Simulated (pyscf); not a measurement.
H₃C–C•(F)–F (SMILES C[C](F)F) + HF (SMILES F) → H₃C–C(F)(F)–F (SMILES CC(F)(F)F) + H• (SMILES [H]) (atom transfer; doublet surface; F–H broken, C–F formed). Structures and frequencies: ωB97X-D3(BJ)/def2-SVP in PySCF. Energies in kJ/mol from the separated reactants.

```
level                      barrier  reaction energy
----------------------  ----------  ---------------
PBE/def2-TZVP                146.8            +42.1
r²SCAN/def2-TZVP             159.4            +44.1
B3LYP-D3(BJ)/def2-TZVP       176.7            +54.6
M06-2X/def2-TZVP        (withheld)            +32.8
ωB97M-D3(BJ)/def2-TZVP       195.2            +35.6
HF/def2-TZVP            (withheld)       (withheld)
```

Q: Some entries are withheld; supply them.

A: 
- M06-2X/def2-TZVP, barrier: 200.7
- HF/def2-TZVP, barrier: 288.9
- HF/def2-TZVP, reaction energy: +34.5

The functionals in the table span 54.0 kJ/mol in this barrier, from PBE to M06-2X. This is the saddle that the search found; another between the same sides may lie lower. The angle at the transferred F is 177°.
